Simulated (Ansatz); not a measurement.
# CH₅NSi (SMILES NC=[SiH2]): single points off equilibrium

An exercise on one series of results from a longer session: the logs are not shown, and one member is left open.

Computed with Ansatz 0.2.0, Gaussian basis. Level: single points in def2-TZVPP.

Correlated methods freeze the cores.

**Starting geometry**

SMILES `NC=[SiH2]`, 8 atoms, charge 0, spin multiplicity 1.

Atoms are counted from 1 here; the program's logs count them from 0.

Bond lengths: N1–C2 1.509 Å, N1–H4 0.986 Å, N1–H5 0.986 Å, C2–Si3 1.752 Å, C2–H6 1.194 Å, Si3–H7 1.653 Å, Si3–H8 1.648 Å. Angles: C2–N1–H4 115.0°, C2–N1–H5 95.3°, H4–N1–H5 125.4°, N1–C2–Si3 119.3°, N1–C2–H6 125.7°, Si3–C2–H6 112.5°, C2–Si3–H7 129.0°, C2–Si3–H8 115.1°, H7–Si3–H8 115.8°.

Geometry (Å):

```xyz
8
CH5NSi
N    -0.4491    0.6374   -1.3131
C    -0.0866    0.5976    0.1515
Si    0.6862   -0.8329    0.8042
H    -0.4793   -0.2413   -1.7583
H    -1.2154    1.2470   -1.2011
H     0.0316    1.5474    0.8658
H     0.6647   -2.3818    0.2263
H     1.4585   -0.6142    2.2430
```

The first run:

File run/in.yaml:

```yaml
crystal:
  periodic: [false, false, false]
  atoms:
    - {symbol: N, position_ang: [-0.449100, 0.637400, -1.313100]}
    - {symbol: C, position_ang: [-0.086600, 0.597600, 0.151500]}
    - {symbol: Si, position_ang: [0.686200, -0.832900, 0.804200]}
    - {symbol: H, position_ang: [-0.479300, -0.241300, -1.758300]}
    - {symbol: H, position_ang: [-1.215400, 1.247000, -1.201100]}
    - {symbol: H, position_ang: [0.031600, 1.547400, 0.865800]}
    - {symbol: H, position_ang: [0.664700, -2.381800, 0.226300]}
    - {symbol: H, position_ang: [1.458500, -0.614200, 2.243000]}
basis:
  gaussian: {orbitals: def2-TZVPP}
correlation: {method: ccsd_t}
output: {forces: true}
```

The command line of these runs was not kept.

Steps of the session up to this table: CCSD(T)/def2-TZVPP; PBE0-D4/def2-TZVPP; wB97M-V/def2-TZVPP; r2SCAN-D4/def2-TZVPP; PBE-D4/def2-TZVPP; B97M-V/def2-TZVPP; SPW92/def2-TZVPP.

One of the session's tables, all rows but one given; the rest of the session is left out.

| method | RMS force component (eV/Å) | angle to CCSD(T) forces (°) | dipole (D) |
| --- | --- | --- | --- |
| CCSD(T) | 1.588 | reference | 1.07 |
| PBE0-D4 | 1.627 | 7.0 | 1.11 |
| wB97M-V | 1.614 | 7.9 | 1.02 |
| r2SCAN-D4 | 1.606 | 4.9 | 1.27 |
| PBE-D4 | ? | ? | ? |
| B97M-V | 1.601 | 7.3 | 1.36 |
| SPW92 | 1.638 | 12.1 | 1.22 |

Estimate the missing values for PBE-D4.

The run gave: RMS force component (eV/Å): 1.572; angle to CCSD(T) forces (°): 6.4; dipole (D): 1.29. In the column «RMS force component (eV/Å)» it is the lowest.
